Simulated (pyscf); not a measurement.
HO–SiH₂–PH₂ (SMILES O[SiH2]P) + H₂ (SMILES [H][H]) -> PH₃ (SMILES P) + HO–SiH₃ (SMILES O[SiH3]), a four-centre exchange (singlet surface; P–Si, H–H broken, H–P, H–Si formed). Optimised with ωB97X-D3(BJ)/def2-SVP in PySCF. Energies in kJ/mol from the separated reactants.

Small-basis levels: PySCF, no dispersion term, spherical d functions. AM1 to PM7: differences of heats of formation from MOPAC, which are fitted to 298 K values and so differ in kind from electronic energies by zero-point and thermal terms. GFN2-xTB: tblite. Cost: rough CPU time at the saddle relative to B3LYP/6-31G*, from one job on a shared machine.

```json
[
 {"level": "HF/STO-3G", "barrier": "519.4", "reaction energy": "-19.0", "cost": "0.04"},
 {"level": "BP86/6-31G*", "barrier": "230.8", "reaction energy": "+5.0", "cost": "1"},
 {"level": "PBE/6-31G*", "barrier": "222.5", "reaction energy": "+9.0", "cost": "1"},
 {"level": "B3LYP/def2-SVP", "barrier": "241.8", "reaction energy": "-15.8", "cost": "0.9"},
 {"level": "GFN2-xTB", "barrier": "163.3", "reaction energy": "-62.4", "cost": "under 0.02"},
 {"level": "PM3", "barrier": "258.3", "reaction energy": "+72.5", "cost": "under 0.02"},
 {"level": "PM7", "barrier": "534.3", "reaction energy": "+129.7", "cost": "under 0.02"},
 {"level": "ωB97M-D3(BJ)/def2-TZVP", "barrier": "243.7", "reaction energy": "-2.2", "cost": "–"}
]
```

Against the last row the barrier runs from -80.4 (GFN2-xTB) to +290.6 kJ/mol (PM7). ωB97M-D3(BJ)/def2-TZVP has limits of its own. On the product side the descent ends in a complex, 17.6 kJ/mol under the separated species and 249.8 kJ/mol under the saddle at ωB97X-D3(BJ)/def2-TZVP. The same reactants have a lower exit, to H₃Si–PH₂ + H₂O (barrier +211.4 kJ/mol at ωB97M-D3(BJ)/def2-TZVP, against +243.7 kJ/mol here). One saddle was located; it need not be the lowest between these sides.
